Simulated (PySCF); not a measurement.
# SF: frontier orbitals

revPBE at R = 1.600 Å; PySCF, spin-free X2C with a Gaussian nucleus, basis sets S x2c-TZVPPall, F x2c-TZVPPall. State: ²Π (doublet), unpaired electrons π ↑. Only the outer orbitals are listed, counted within each symmetry.

| spin | orbital | occ. | ε (eV) | on S (%) | main shells (%) |
| --- | --- | --- | --- | --- | --- |
| α | 5σ | 1 | -31.35 | 11 | 87 F s |
| α | 6σ | 1 | -18.08 | 73 | 73 S s, 19 F p |
| α | 7σ | 1 | -12.47 | 46 | 52 F p, 25 S p, 20 S s |
| α | 2π | 1 | -11.96 | 20 | 80 F p, 17 S p |
| α | 2π | 1 | -11.47 | 16 | 84 F p, 13 S p |
| α | 3π | 1 | -7.16 | 84 | 83 S p, 16 F p |
| α | 3π | 1 | -6.03 | 88 | 87 S p, 12 F p |
| α | 8σ | 0 | -2.64 | 94 | 82 S p, 14 F p |
| α | 4π | 0 | 6.89 | 99 | 69 S p, 30 S d |
| α | 1δ | 0 | 7.14 | 101 | 80 S d, 22 S p |
| β | 5σ | 1 | -31.15 | 11 | 87 F s |
| β | 6σ | 1 | -17.37 | 68 | 68 S s, 24 F p |
| β | 7σ | 1 | -12.08 | 51 | 47 F p, 26 S s, 25 S p |
| β | 2π | 1 | -11.36 | 15 | 85 F p, 12 S p |
| β | 2π | 1 | -11.36 | 14 | 86 F p, 11 S p |
| β | 3π | 1 | -5.73 | 89 | 88 S p, 11 F p |
| β | 3π | 0 | -5.34 | 90 | 89 S p, 10 F p |
| β | 8σ | 0 | -2.23 | 95 | 82 S p, 13 F p |
| β | 9σ | 0 | 7.36 | 101 | 102 S p, 18 F p |

Which are the highest filled and the lowest empty level, where do they sit, and how wide is the gap?

Highest filled β 3π at -5.73 eV (in %: 88 S p, 11 F p); lowest empty β 3π at -5.34 eV (in %: 89 S p, 10 F p); the gap at revPBE is 0.39 eV. Both belong to one degenerate shell, split only by its one-sided filling, so this is no excitation gap.

```
bond order (Mayer)                             : 1.12
⟨S²⟩                                           : 0.754
charge on S (Mulliken, basis-dependent)        : 0.15
charge on S (Löwdin, basis-dependent)          : 0.14
dipole moment (positive dipole means S(−)F(+)) : -0.64 D
```

Shares are Mulliken populations and can fall outside 0 to 100 %.

The state is the lowest determinant that a PBE0 search found; another state may lie lower at other levels.
